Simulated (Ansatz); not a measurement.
```yaml
crystal:
  periodic: [false, false, false]
  atoms:
    - {symbol: Cr, position_ang: [0.000000, 0.000000, 0.000000]}
    - {symbol: S, position_ang: [0.000000, 0.000000, 2.440000]}
basis:
  gaussian: {orbitals: def2-TZVP}
total_charge: 1
magnetization: {spin_polarized: true, initial_magnetization: 1}
hamiltonian: {xc: pbe0}
relax: {f_tol: 0.004, max_steps: 80}
```

```sh
$ ansatz run in.yaml --threads 1 --pin off --events-out ev --progress --plain --max-ram 2176MiB
```

Steps of the relaxation (energy above the last step; positions in Å, forces in eV/Å):

```
2
step 1, 533.0 meV
Cr    0.000    0.000    0.000    0.000    0.000    1.981
S     0.000    0.000    2.440    0.000    0.000   -1.981
```

```
2
step 2, 91.5 meV
Cr    0.000    0.000    0.128    0.000    0.000    1.227
S     0.000    0.000    2.312    0.000    0.000   -1.227
```

```
2
step 3, 169.2 meV
Cr    0.000    0.000    0.268    0.000    0.000   -2.606
S     0.000    0.000    2.172    0.000    0.000    2.606
```

```
2
step 5, 0.4 meV
Cr    0.000    0.000    0.199    0.000    0.000   -0.099
S     0.000    0.000    2.241    0.000    0.000    0.099
```

```
2
step 7, 0.0 meV
Cr    0.000    0.000    0.195    0.000    0.000    0.000
S     0.000    0.000    2.245    0.000    0.000    0.000
```

Close pairs at the end: Cr1–S2 2.050 Å.

A stationary point of unrestricted PBE0 after 7 steps, with ⟨S²⟩ = 2.629 against 0.75 for a pure state. 1.7 min on 1 thread of Intel Xeon 6975P-C, shared host.
